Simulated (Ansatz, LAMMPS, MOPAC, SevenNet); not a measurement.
## Zinc-blende HgTe, bulk modulus

Reference value: 42.3 GPa (measured, temperature not stated, no zero-point or thermal correction; as tabulated in Toher et al. (2017), arXiv:1611.05714).

```json
[
 {"level (code)": "Stillinger–Weber CdTeZnSeHgS0.sw (LAMMPS)", "value (GPa)": "42.3", "cell (Å³/atom)": "33.70"},
 {"level (code)": "PM7 semi-empirical Hartree-Fock (MOPAC)", "value (GPa)": "123", "cell (Å³/atom)": "31.89"},
 {"level (code)": "SevenNet-0", "value (GPa)": "32.6", "cell (Å³/atom)": "37.01"},
 {"level (code)": "LDA (Ansatz)", "value (GPa)": "(withheld)", "cell (Å³/atom)": "33.30"},
 {"level (code)": "PBE (Ansatz)", "value (GPa)": "34.2", "cell (Å³/atom)": "36.77"},
 {"level (code)": "rVV10 (Ansatz)", "value (GPa)": "36.2", "cell (Å³/atom)": "37.01"},
 {"level (code)": "r²SCAN (Ansatz)", "value (GPa)": "40.1", "cell (Å³/atom)": "35.50"},
 {"level (code)": "r²SCAN0 (Ansatz)", "value (GPa)": "(withheld)", "cell (Å³/atom)": "34.63"},
 {"level (code)": "Hartree–Fock (Ansatz)", "value (GPa)": "(withheld)", "cell (Å³/atom)": "37.97"}
]
```

Question: Complete the blanks.

Answer: 
- LDA (Ansatz, an electronic-structure program), value (GPa): 47.5
- r²SCAN0 (Ansatz), value (GPa): 44.9
- Hartree–Fock (Ansatz), value (GPa): 39.2

Differences against the reference: Stillinger–Weber CdTeZnSeHgS0.sw 0.0 %, PM7 semi-empirical Hartree-Fock (MOPAC) +191 %, SevenNet-0 -23 %, LDA +12.3 %, PBE -19.1 %, rVV10 -14.4 %, r²SCAN -5.2 %, r²SCAN0 +6.1 %, Hartree–Fock -7.3 %.

Leaving aside Stillinger–Weber CdTeZnSeHgS0.sw (doubt noted below): The reference's temperature isn't stated, so close values are not ranked against it. Off by more than 20 %, or 28 % on the side where a correction would as a rule narrow the miss (bounds picked here): PM7 semi-empirical Hartree-Fock (MOPAC) (+191 %), SevenNet-0 (-23 %).

The reference isn't brought to a static lattice, while the calculations are for one, so the differences are not the levels' errors alone. A static lattice is as a rule stiffer than a warm one, by over a tenth in soft solids.  Density-functional levels without +SOC have no spin–orbit coupling. Stillinger–Weber CdTeZnSeHgS0.sw: the potential file covers more elements than this solid holds. PM7 semi-empirical Hartree-Fock (MOPAC): the method was fitted mainly to molecules. PM7 semi-empirical Hartree-Fock (MOPAC): the run uses a supercell at the zone centre in place of a k mesh. Hartree–Fock: the cell is over a tenth larger than the published one: the level's own overestimate first of all, though another phase or state, or a fault of the published cell, is possible. Each level is taken at its own relaxed cell. Cutoffs and k meshes differ between the levels. Ansatz's density-functional and Hartree–Fock values are scalar-relativistic unless marked +SOC, with PAW data made under PBE.

Empirical potentials (Stillinger–Weber CdTeZnSeHgS0.sw) are fitted to chosen data: where that held the value shown, agreement is built in, and what lay outside the fit can be far off. Machine-learned potentials (SevenNet-0) are trained on DFT data: a solid inside that data is no test of them.

Differences are worked out from the printed values.
